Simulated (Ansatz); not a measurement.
We consider solid bromine, described by r²SCAN+rVV10 (plane waves, PAW; Ansatz, a quantum-chemistry and plane-wave program).

Settings: plane-wave cutoff 560 eV, 10×10×4 k mesh (along the axes of the cell as run), Fermi–Dirac smearing 0.01 eV, scalar-relativistic PAW data made under PBE.

Cell (relaxed at this level):

Space group Cmce (No. 64); a = 6.7519 Å, b = 4.1687 Å, c = 8.6668 Å, α = β = γ = 90.00°

```json
[
 {"atom": "Br", "site": "8f", "symmetry": "m..", "x": "0.0000", "y": "0.1455", "z": "0.1167"}
]
```
(The calculation used a cell of 4 atoms; values per cell refer to that cell.)

Question: What does this level give for the bulk modulus, band gap and smallest direct gap on the k points sampled?

Answer: 
- bulk modulus: 13.6 GPa
- band gap: 1.63 eV (indirect)
- smallest direct gap on the k points sampled: 1.66 eV

Note: the bulk modulus comes from volumes at which shape and atoms were relaxed.

Spin–orbit coupling is not included.

The computed numbers hold no vibrational or temperature effects.
